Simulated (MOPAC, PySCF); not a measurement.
CH₂O₂, SMILES `O=CO` (O–C–O–H torsion 0°), neutral singlet in the gas phase. 

Cartesian coordinates (Å):
```xyz
5

O     -0.6805     1.1356    -0.2277
C     -0.3826     0.0462     0.1683
O      0.7698    -0.5887    -0.1058
H     -1.0076    -0.5873     0.8103
H      1.3009    -0.0058    -0.6740
```
Charge 0, multiplicity 1.

All levels are single points at this geometry (B3LYP-D3(BJ)/def2-TZVP); Pople sets use spherical d functions. Orbital energies aren't observables, and empty levels follow the basis.

AM1 in MOPAC gives gap (eV) = 12.92.

**Question.** Estimate the gap (eV) from each of these levels: M06-2X/def2-TZVP in PySCF; B3LYP/6-311+G** in PySCF; M06-2X/6-31G* in PySCF; PBE/6-31G* in PySCF; SVWN5/6-31G* in PySCF; HF/6-31G* in PySCF; HF/STO-3G in PySCF; PM7 in MOPAC.

**Answer.** 
```csv
level,gap (eV)
M06-2X/def2-TZVP in PySCF,11.27
B3LYP/6-311+G** in PySCF,7.77
M06-2X/6-31G* in PySCF,11.43
PBE/6-31G* in PySCF,5.62
SVWN5/6-31G* in PySCF,5.53
HF/6-31G* in PySCF,17.61
HF/STO-3G in PySCF,18.24
PM7 in MOPAC,12.07
```
